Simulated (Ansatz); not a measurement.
Compare A (`C=C1OC1(C)C`) with its isomer B (`CC1=CCCO1`).

Calculated with Ansatz (gas phase, PBE0-D4/def2-TZVP geometries, no zero-point term in ΔE). CCSD(T)/CBS is the MP2 limit (def2-TZVPP, def2-QZVPP) plus CCSD(T) − MP2 in def2-TZVPP, frozen cores. DFT in def2-TZVPP. B3LYP here is the variant with VWN-RPA as its local correlation; programs differ in this.

(1) Which is lower in electronic energy at CCSD(T)/CBS, and by how much? (An estimate is asked.)

(2) Give E(B) − E(A) in kJ/mol with MP2/def2-TZVPP, B3LYP-D4, B3LYP, B2PLYP, HF/def2-TZVPP, PBE-D4, ωB97M-V. (Estimate.)

Largest T1 diagnostic: 0.012.

Results:

(1) Computed: B, by 105.4 kJ/mol.

(2) Computed: MP2/def2-TZVPP -102.4, B3LYP-D4 -98.0, B3LYP -96.4, B2PLYP -99.4, HF/def2-TZVPP -116.4, PBE-D4 -90.4, ωB97M-V -102.1. None reverses the order clearly.

In def2-TZVPP, CCSD(T) changes the Hartree–Fock value by +11.8 kJ/mol (the triples alone add +3.1 kJ/mol) and MP2 by +14.0 kJ/mol. From PBE to PBE0 (25 % exact exchange), in def2-TZVPP and without D4, E(B) − E(A) moves by −13.2 kJ/mol.
